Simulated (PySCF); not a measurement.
Gas-phase reaction: SiH4 + Cl2 ⇌ SiH3Cl + HCl

Computed with PySCF and rigid-rotor harmonic-oscillator thermochemistry at 1 bar. Table values come from the NASA 1993 polynomials. † marks an energy on the PBE0/def2-TZVP geometry and frequencies; other levels use their own. MP2 and CCSD(T) freeze the core. 6-31G* has spherical d functions here. All species are closed-shell singlets. MP2 isn't extrapolated to the basis-set limit; its ΔH°(298 K) is -283.4 kJ in def2-SVP and -278.9 kJ in def2-TZVPP. CCSD(T) isn't extrapolated to the basis-set limit; its ΔH°(298 K) is -267.2 kJ in def2-SVP and -264.7 kJ in def2-TZVPP. The harmonic model lacks anharmonicity and excited electronic states, which grow with temperature; levels with a mode under 35 cm⁻¹ are left out. The table's entry may be an old estimate for SiH3Cl (not checked at source).

```
level                ΔH°(298 K), kJ  minus table  ΔG°(1400 K), kJ
-------------------  --------------  -----------  ---------------
table                        -268.5            -           -284.2
BLYP/def2-TZVP†              -233.7         34.8           -250.0
CCSD(T)/def2-SVP†            -267.2          1.3           -283.5
CCSD(T)/def2-TZVPP†          -264.7          3.8           -281.0
HF/6-31G*                    -275.9         -7.4           -291.9
HF/def2-TZVP†                -273.7         -5.2           -290.0
MP2/def2-SVP†                -283.4        -14.9           -299.6
PBE/def2-SVP                 -245.3         23.2           -259.6
PBE0/def2-TZVP               -254.4         14.1           -270.6
r2SCAN/def2-TZVP†            -260.3          8.2           -276.6
ωB97X-V/def2-TZVP†           -257.7         10.8           -274.0
```
